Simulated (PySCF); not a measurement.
# Changing the system itself: OH

Aim: change spin, charge, geometry, field or solvent of OH, one at a time, and compare with the base run.

Method: each script names its method and basis; program: PySCF 2.14.0.

4 further runs of the same task are left out: 4 that didn't finish.

**1. Where the work starts**

OH: 2 atoms, charge 0, spin multiplicity 2.

Bond lengths: H1–O2 0.920 Å.

**2. The run that the others are compared with**

input.py reads:

```python
from pyscf import gto, scf, mcscf

mol = gto.M(
    atom='H 0 0 0; O 0 0 0.92',
    basis='x2c-svpall',
    charge=0,
    spin=1,
    verbose=4,
)
mf = scf.ROHF(mol)
mf = mf.sfx2c1e()
mf.kernel()
mc = mcscf.CASSCF(mf, 6, 7)
mc.kernel()
mc.analyze()
mf.dip_moment()
print('orbital energies (hartree):', mf.mo_energy[..., max(0, mol.nelec[1]-3):mol.nelec[0]+3].round(4))
```

On the command line:

```bash
OMP_NUM_THREADS=1 python input.py
```

Its log is not repeated here.

Base result: E(SCF) = -75.371346 Eh, 8 cycles, E(CAS) − E(SCF) = -0.03676 Eh, μ = 1.81 D (of the SCF density).

The bond length is a typed value, not an optimised one.

**3. Electric field 0.05 a.u.**

Run 1 changes electric field: none → 0.05 a.u.

input.py reads:

```python
from pyscf import gto, scf, mcscf

mol = gto.M(
    atom='H 0 0 0; O 0 0 0.92',
    basis='x2c-svpall',
    charge=0,
    spin=1,
    verbose=4,
)
mf = scf.ROHF(mol)
mf = mf.sfx2c1e()
field = 0.05  # electric field along z, atomic units
h = mf.get_hcore() + field*mol.intor('int1e_r')[2]
mf.get_hcore = lambda *args: h
e_nuc = mol.energy_nuc() - field*mol.atom_charges() @ mol.atom_coords()[:, 2]
mf.energy_nuc = lambda *args: e_nuc
mf.kernel()
mc = mcscf.CASSCF(mf, 6, 7)
mc.kernel()
mc.analyze()
mf.dip_moment()
print('orbital energies (hartree):', mf.mo_energy[..., max(0, mol.nelec[1]-3):mol.nelec[0]+3].round(4))
```

On the command line:

```bash
OMP_NUM_THREADS=1 python input.py
```

**4. Charge +2**

Run 2 changes charge: 0 → 2; active space: 7 electrons in 6 orbitals → 3 electrons in 5 orbitals.

input.py: that of step 2 with these lines changed.

```diff
@@ -5,3 +5,3 @@
     basis='x2c-svpall',
-    charge=0,
+    charge=2,
     spin=1,
@@ -12,3 +12,3 @@
 mf.kernel()
-mc = mcscf.CASSCF(mf, 6, 7)
+mc = mcscf.CASSCF(mf, 5, 3)
 mc.kernel()
```

**5. Bond 0.81 Å**

Run 3 changes bond length: 0.92 Å → 0.81 Å.

input.py: that of step 2 with these lines changed.

```diff
@@ -3,3 +3,3 @@
 mol = gto.M(
-    atom='H 0 0 0; O 0 0 0.92',
+    atom='H 0 0 0; O 0 0 0.81',
     basis='x2c-svpall',
```

**6. PCM, ε = 4.71**

Run 4 changes solvent: none (gas phase) → PCM, ε = 4.71; step after the SCF: casscf → analyze.

input.py reads:

```python
from pyscf import gto, scf, solvent

mol = gto.M(
    atom='H 0 0 0; O 0 0 0.92',
    basis='x2c-svpall',
    charge=0,
    spin=1,
    verbose=4,
)
mf = scf.ROHF(mol)
mf = mf.sfx2c1e()
mf = solvent.PCM(mf)
mf.with_solvent.eps = 4.71
mf.kernel()
mf.analyze()
print('orbital energies (hartree):', mf.mo_energy[..., max(0, mol.nelec[1]-3):mol.nelec[0]+3].round(4))
```

Q: Predict the outcome of this session. Wanted: for each run, E(SCF); from base; SCF dipole; after the SCF.

As calculated:

```tsv
run	E(SCF) (hartree)	from base (eV)	cycles	SCF dipole (D)	after the SCF
base	-75.371346	0	8	1.81	CASSCF correlation -1.000 eV
electric field 0.05 a.u.	-75.342297	+0.7905	8	1.12	CASSCF correlation -1.037 eV
charge +2	-73.794197	+42.9164	7	n/a	CASSCF correlation -2.152 eV
bond 0.81 Å	-75.341024	+0.8251	7	1.70	CASSCF correlation -0.886 eV
PCM, ε = 4.71	-75.376831	-0.1493	7	1.97	n/a
```

The largest comparable shift of the SCF energy, +0.825 eV, comes with the run “bond 0.81 Å”. A continuum solvent with ε = 4.71 lowers the energy by 0.149 eV.
